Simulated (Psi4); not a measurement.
# O2 (oxygen): UBP86/def2-TZVP (sweep point 6)

Aim: the vertical electron affinity of O2 (oxygen) at UBP86/def2-TZVP (sweep point 6), from 2 runs. 

The results are computed with Psi4 1.11.

4 further runs of the same task are left out: 4 set aside as unsound or not needed.

**1. The structure to begin with**

The species is O2 (2 atoms), meant as a triplet with charge 0. SMILES: `O=O`. The shape is that of a PBE0-D4/def2-TZVP optimisation.

Bond lengths: O1–O2 1.193 Å.

**2. A single-point energy at UBP86/def2-TZVP (sweep point 6)**

File job.in:

```
memory 1600 MB

molecule {
  0 3
  O      0.96290995    -0.31152135     0.49595862
  O     -0.96290995     0.31152135    -0.49595862
  units au
  symmetry c1
}

set basis def2-TZVP
set reference uks
set puream true
set scf_type pk
set dft_radial_points 99
set dft_spherical_points 590
set maxiter 100

energy('bp86')
```

Run with:

```console
$ psi4 job.in job.out -n 1
```

job.out:

```text
[...]
  Running in c1 symmetry.
[...]
  Nuclear repulsion =   28.392993031497380
[...]
  Multiplicity = 3
[...]
  Nalpha       = 9
  Nbeta        = 7
[...]
    Number of basis functions: 62
[...]
   @UKS iter   1:  -150.37036968254591   -2.20460e-01   4.71269e-03 DIIS/ADIIS
[...]
   @UKS iter   6:  -150.39786759469152   -4.46585e-08   7.29256e-07 DIIS
[...]
   @S^2 Observed:                2.004184167E+00
[...]
    Orbital Energies [Eh]
    ---------------------
    Alpha Occupied:
       1A    -18.919898     2A    -18.919860     3A     -1.221838
       4A     -0.749259     5A     -0.504025     6A     -0.504025
       7A     -0.500436     8A     -0.246881     9A     -0.246881
    Alpha Virtual:
      10A      0.137243    11A      0.282195    12A      0.336480
      13A      0.336480    14A      0.374037    15A      0.397336
      16A      0.447256    17A      0.447256    18A      0.704900
      19A      1.134145    20A      1.134145    21A      1.227391
      22A      1.227391    23A      1.535968    24A      1.535968
      25A      1.760818    26A      2.008968    27A      2.008968
[...]
  @UKS Final Energy:  -150.39786759469152
   => Energetics <=
    Nuclear Repulsion Energy =             28.3929930314973795
    One-Electron Energy =                -262.5485213054701035
    Two-Electron Energy =                 100.8199895477330301
    DFT Exchange-Correlation Energy =     -17.0623288684518322
    Empirical Dispersion Energy =           0.0000000000000000
    VV10 Nonlocal Energy =                  0.0000000000000000
    Total Energy =                       -150.3978675946915189
[...]
 Multipole Moments:
 ------------------------------------------------------------------------------------
     Multipole            Electronic (a.u.)      Nuclear  (a.u.)        Total (a.u.)
 ------------------------------------------------------------------------------------
 L = 1.  Multiply by 2.5417464519 to convert [e a0] to [Debye]
 Dipole X            :          0.0000000            0.0000000            0.0000000
 Dipole Y            :         -0.0000000            0.0000000           -0.0000000
 Dipole Z            :          0.0000000            0.0000000            0.0000000
 Magnitude           :                                                    0.0000000
[...]
```

Wall time 6.6 s (1 thread of Intel Xeon at 2.70GHz, shared host); peak memory 0.42 GiB.

**3. The doublet anion at the same level**

File job.inp:

```
memory 1.6 GB

molecule system {
  -1 2
  O      0.96290995    -0.31152135     0.49595862
  O     -0.96290995     0.31152135    -0.49595862
  units au
  symmetry c1
}

set basis def2-TZVP
set reference uks
set puream true
set scf_type pk
set dft_radial_points 99
set dft_spherical_points 590
set maxiter 100

result, w = energy('bp86', return_wfn=True)
print_variables()
```

Run with:

```console
$ psi4 job.inp job.out -n 1
```

job.out:

```text
[...]
  Running in c1 symmetry.
[...]
  Nuclear repulsion =   28.392993031497380
[...]
  Multiplicity = 2
[...]
  Nalpha       = 9
  Nbeta        = 8
[...]
    Number of basis functions: 62
[...]
   @UKS iter   1:  -150.18299662713122   -3.30871e-02   1.12268e-02 ADIIS/DIIS
[...]
   @UKS iter   7:  -150.37677668121586   -3.79607e-08   6.94091e-07 DIIS
[...]
   @S^2 Observed:                7.519084858E-01
[...]
    Orbital Energies [Eh]
    ---------------------
    Alpha Occupied:
       1A    -18.470438     2A    -18.470397     3A     -0.799317
       4A     -0.335826     5A     -0.110082     6A     -0.101031
       7A     -0.072432     8A      0.148018     9A      0.188369
    Alpha Virtual:
      10A      0.467295    11A      0.585809    12A      0.627755
      13A      0.645008    14A      0.683429    15A      0.724008
      16A      0.725784    17A      0.742013    18A      0.993238
      19A      1.520947    20A      1.521009    21A      1.602529
      22A      1.629051    23A      1.923694    24A      1.923713
      25A      2.122802    26A      2.369113    27A      2.385395
[...]
  @UKS Final Energy:  -150.37677668121586
   => Energetics <=
    Nuclear Repulsion Energy =             28.3929930314973795
    One-Electron Energy =                -269.0276694078562514
    Two-Electron Energy =                 107.6874189234875416
    DFT Exchange-Correlation Energy =     -17.4295192283445388
    Empirical Dispersion Energy =           0.0000000000000000
    VV10 Nonlocal Energy =                  0.0000000000000000
    Total Energy =                       -150.3767766812158584
[...]
 Multipole Moments:
 ------------------------------------------------------------------------------------
     Multipole            Electronic (a.u.)      Nuclear  (a.u.)        Total (a.u.)
 ------------------------------------------------------------------------------------
 L = 1.  Multiply by 2.5417464519 to convert [e a0] to [Debye]
 Dipole X            :         -0.0000000            0.0000000           -0.0000000
 Dipole Y            :          0.0000000            0.0000000            0.0000000
 Dipole Z            :         -0.0000000            0.0000000           -0.0000000
 Magnitude           :                                                    0.0000000
[...]
```

It took 5.1 s on 1 thread of Intel Xeon at 2.70GHz, shared host; peak memory 0.42 GiB.

**4. Results**

At UBP86/def2-TZVP (sweep point 6):

```
                                         quantity          value
                         triplet O2: total energy  -150.39787 Eh
                        triplet O2: dipole moment         0.00 D
   triplet O2: HOMO energy (highest over α and β)       -6.72 eV
    triplet O2: LUMO energy (lowest over α and β)       -4.43 eV
                                 triplet O2: ⟨S²⟩          2.004
                      doublet anion: total energy  -150.37678 Eh
doublet anion: HOMO energy (highest over α and β)        5.45 eV
 doublet anion: LUMO energy (lowest over α and β)        5.78 eV
                              doublet anion: ⟨S²⟩          0.752
vertical electron affinity (to the doublet anion)      -0.574 eV
```

The anion lies 0.57 eV (13.2 kcal/mol) above the neutral: the electron isn't bound at this level, and such a value depends on the basis. Without diffuse functions anions come out too high. The HOMO (doublet anion) lies at positive energy, 5.45 eV, as semi-local functionals often give for anions; only total energies tell whether the electron is bound.
